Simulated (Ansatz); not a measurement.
```yaml
crystal:
  periodic: [false, false, false]
  atoms:
    - {symbol: Mo, position_ang: [0.000000, 0.000000, 0.000000]}
    - {symbol: C, position_ang: [0.000000, 0.000000, 2.210000]}
basis:
  gaussian: {orbitals: def2-TZVP}
hamiltonian: {xc: pbe0}
relax: {f_tol: 0.004, max_steps: 80}
```

```sh
$ ansatz run in.yaml --threads 1 --pin off --events-out ev --progress --plain --max-ram 2176MiB
```

Steps of the relaxation (energy above the last step; positions in Å, forces in eV/Å):

```
2
step 1, 3547.7 meV
Mo    0.000    0.000    0.000    0.000    0.000    7.471
C     0.000    0.000    2.210    0.000    0.000   -7.471
```

```
2
step 2, 651.2 meV
Mo    0.000    0.000    0.195    0.000    0.000    6.062
C     0.000    0.000    2.015    0.000    0.000   -6.062
```

```
2
step 3, 1552.5 meV
Mo    0.000    0.000    0.390    0.000    0.000  -17.781
C     0.000    0.000    1.820    0.000    0.000   17.781
```

```
2
step 5, 6.2 meV
Mo    0.000    0.000    0.295    0.000    0.000   -0.818
C     0.000    0.000    1.915    0.000    0.000    0.818
```

```
2
step 6, 0.0 meV
Mo    0.000    0.000    0.287    0.000    0.000   -0.006
C     0.000    0.000    1.923    0.000    0.000    0.006
```

```
2
step 7, 0.0 meV
Mo    0.000    0.000    0.287    0.000    0.000    0.002
C     0.000    0.000    1.923    0.000    0.000   -0.002
```

Close pairs at the end: Mo1–C2 1.636 Å.

A stationary point of restricted PBE0 after 7 steps (its stability towards spin polarisation wasn't tested). 8.5 s on 1 thread of Intel Xeon 6975P-C, shared host.
